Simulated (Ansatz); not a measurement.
Mulliken charges of C$_{2}$HFO$_{2}$ (`O=C1OC1F`) from ωB97M-V/def2-TZVPP in Ansatz (PBE0-D4/def2-TZVP geometry).

```json
{"atom": "O1", "x (Å)": "-0.635", "y (Å)": "-1.919", "z (Å)": "0.072", "charge (e)": "-0.233"}
{"atom": "C2", "x (Å)": "-0.117", "y (Å)": "-0.862", "z (Å)": "0.028", "charge (e)": "0.325"}
{"atom": "O3", "x (Å)": "1.094", "y (Å)": "-0.341", "z (Å)": "-0.199", "charge (e)": "-0.219"}
{"atom": "C4", "x (Å)": "-0.014", "y (Å)": "0.576", "z (Å)": "0.067", "charge (e)": "0.159"}
{"atom": "F5", "x (Å)": "-0.384", "y (Å)": "1.308", "z (Å)": "-0.981", "charge (e)": "-0.161"}
{"atom": "H6", "x (Å)": "0.098", "y (Å)": "1.175", "z (Å)": "0.967", "charge (e)": "0.128"}
```

Question: By hand: the dipole of these point charges (1 e Å = 4.8032 D).

Answer: Σ q r = (-0.058, 0.273, 0.328) e Å, of length 0.431 e Å = 2.07 D.

Question: How does the dipole of the full density compare? (An estimate is asked.)

Answer: The calculation gave: (0.032, 0.465, 0.277) e Å, 2.60 D; the point charges give 0.80 times that, at 22° from its direction.

Point charges leave out the atoms' own dipoles, such as those of lone pairs, and Mulliken's split depends on the basis, so the two needn't agree.
